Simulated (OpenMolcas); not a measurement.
**C2H3FO (acetyl fluoride): RGE2/def2-SVP**

Aim: the vertical electron affinity of C2H3FO (acetyl fluoride) at RGE2/def2-SVP, from 2 runs. 

The results are computed with OpenMolcas 26.06.

**1. The molecule**

C2H3FO has 7 atoms, charge 0, and is taken as a singlet. As SMILES, `CC(=O)F`. The shape is that of a GFN2-xTB optimisation.

Bond lengths: C1–C2 1.485 Å, C2–O3 1.178 Å, C2–F4 1.369 Å, C1–H5 1.085 Å, C1–H6 1.089 Å, C1–H7 1.089 Å. Angles: C1–C2–O3 130.8°, C1–C2–F4 110.2°, O3–C2–F4 119.0°, C2–C1–H5 110.1°, C2–C1–H6 109.3°, C2–C1–H7 109.1°, H5–C1–H6 110.5°, H5–C1–H7 110.2°, H6–C1–H7 107.7°.

**2. The energy at RGE2/def2-SVP**

Contents of job.inp:

```
&GATEWAY
 BASLIB
 $CurrDir
 COORD
 7
 angstrom
 C        0.487480       0.014070       0.446580
 C       -0.696460      -0.034420      -0.448050
 O       -1.843570      -0.137060      -0.201820
 F       -0.304710       0.066810      -1.755740
 H        0.179210      -0.110540       1.479800
 H        1.186800      -0.769790       0.161010
 H        0.991240       0.970930       0.318210
 BASIS
 def2-SVP
 GROUP
 NoSym

&SEWARD

&SCF
 KSDFT
 RGE2
 PRORBITALS
 1 1
```

The basis set def2-SVP is read from a file made from the Basis Set Exchange's data (not shown).

On the command line:

```bash
export MOLCAS_MEM=1860
pymolcas job.inp > job.log
```

Standard output:

```text
--- Start Module: gateway ---
[...]
--- Stop Module: gateway /rc=_RC_ALL_IS_WELL_ ---
--- Start Module: seward ---
[...]
      Basis functions           71
--- Stop Module: seward /rc=_RC_ALL_IS_WELL_ ---
[...]
--- Start Module: scf ---
[...]
       Convergence after  14 Iterations
[...]
::    Total KS-DFT energy                            -251.9521289366
[...]
      Total spin, S                                     0.0000000000
[...]
      Total electronic charge=   32.000000
      Total            charge=   -0.000000
[...]
      Dipole Moment (debye):
      Origin of the operator (angstrom)=   -0.5710   -0.0173   -0.5584
                   X=  2.4222E+00               Y=  1.3909E-01               Z=  1.2781E+00           Total=  2.7423E+00
      Quadrupole Moment (debye*angstrom):
[...]
--- Stop Module: scf /rc=_RC_ALL_IS_WELL_ ---
[...]
```

Wall time 7.2 s (1 thread of Arm Neoverse V1, shared host); peak memory 0.42 GiB.

**3. The doublet anion, same level**

Contents of job.inp:

```
>>> EXPORT MOLCAS_PRINT=2

&GATEWAY
  BASLIB
  $CurrDir
  COORD
  7
  angstrom
  C        0.487480       0.014070       0.446580
  C       -0.696460      -0.034420      -0.448050
  O       -1.843570      -0.137060      -0.201820
  F       -0.304710       0.066810      -1.755740
  H        0.179210      -0.110540       1.479800
  H        1.186800      -0.769790       0.161010
  H        0.991240       0.970930       0.318210
  BASIS
  def2-SVP
  GROUP
  NoSym

&SEWARD

&SCF
  UHF
  CHARGE
  -1
  SPIN
  2
  KSDFT
  RGE2
  PRORBITALS
  1 1
```

The basis set def2-SVP is read from a file made from the Basis Set Exchange's data (not shown).

On the command line:

```bash
export MOLCAS_MEM=1860
pymolcas job.inp > job.log
```

Standard output:

```text
--- Start Module: gateway ---
[...]
--- Stop Module: gateway /rc=_RC_ALL_IS_WELL_ ---
--- Start Module: seward ---
[...]
      Basis functions           71
--- Stop Module: seward /rc=_RC_ALL_IS_WELL_ ---
[...]
--- Start Module: scf ---
[...]
       Convergence after  24 Iterations
[...]
::    Total KS-DFT energy                            -251.8569029354
[...]
      Total spin, S                                     0.5009776417
[...]
      Total electronic charge=   33.000000
      Total            charge=   -1.000000
[...]
      Dipole Moment (debye):
      Origin of the operator (angstrom)=   -0.5710   -0.0173   -0.5584
                   X=  6.7330E-01               Y= -6.4853E-01               Z= -8.1631E-01           Total=  1.2411E+00
      Center of Charge (angstrom)
[...]
--- Stop Module: scf /rc=_RC_ALL_IS_WELL_ ---
[...]
```

Wall time 14 s (1 thread of Arm Neoverse V1, shared host); peak memory 0.42 GiB.

**4. Outcome**

Level: RGE2/def2-SVP.

| quantity | value |
| --- | --- |
| singlet C2H3FO: total energy | -251.95213 Eh |
| singlet C2H3FO: dipole moment | 2.74 D |
| singlet C2H3FO: HOMO energy | -6.96 eV |
| singlet C2H3FO: LUMO energy | -1.25 eV |
| singlet C2H3FO: HOMO–LUMO gap | 5.72 eV |
| doublet anion: total energy | -251.85690 Eh |
| doublet anion: HOMO energy (highest over α and β) | 6.11 eV |
| doublet anion: LUMO energy (lowest over α and β) | 6.36 eV |
| doublet anion: ⟨S²⟩ | 0.752 |
| vertical electron affinity (to the doublet anion) | -2.591 eV |

In words: The anion lies 2.59 eV (60 kcal/mol) above the neutral: the electron isn't bound at this level, and such a value depends on the basis. Without diffuse functions anions come out too high. The HOMO (doublet anion) lies at positive energy, 6.11 eV, as semi-local functionals often give for anions; only total energies tell whether the electron is bound.
